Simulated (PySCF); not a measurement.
## Computed properties of nitrous oxide (N₂O), SMILES N#[N+][O-]

nitrous oxide (N2O), SMILES N#[N+][O-]. Coordinates come from a PBE0-D3(BJ)/def2-TZVP optimisation. Other conformers were not sampled. All values are computed for the isolated molecule unless a solvent is named; none is compared with measurement here.

**Structure.** The optimised structure has C∞v symmetry. All 4 harmonic modes at PBE0-D3(BJ)/def2-TZVP (PySCF) are real, so it is a minimum. With heavy atoms numbered as in [N:1]#[N+:2][O-:3], the shortest bond between them is N1–N2 at 1.118 Å and the longest N2–O3 at 1.174 Å.

**Vibrations.** The strongest infrared lines (harmonic, unscaled, degenerate partners summed) lie at 2410 cm⁻¹ (406 km/mol, N 95 %), 1377 cm⁻¹ (68 km/mol, O 58 %, N 42 %), 641 cm⁻¹ (13 km/mol, N 86 %, O 14 %). The softest mode is at 641 cm⁻¹ and the zero-point energy is 7.2 kcal/mol.

**Electronic structure.** HF/def2-TZVPD (PySCF) places the frontier levels at -13.39 and 2.28 eV, a gap of 15.67 eV, and gives a dipole moment of 0.58 D and a mean polarisability of 18.2 bohr³.

**Excitations.** TDA-B3LYP/def2-TZVPD (PySCF) has S1 at 6.85 eV (181 nm, f = 0.000, dark); the most intense of the 10 singlets computed lies at 10.02 eV (f = 0.31). Strengths of degenerate partners are summed. T1 (TDA) is at 5.70 eV, 1.15 eV under S1. No vertical singlet excitation falls in the visible range (under 3.1 eV).
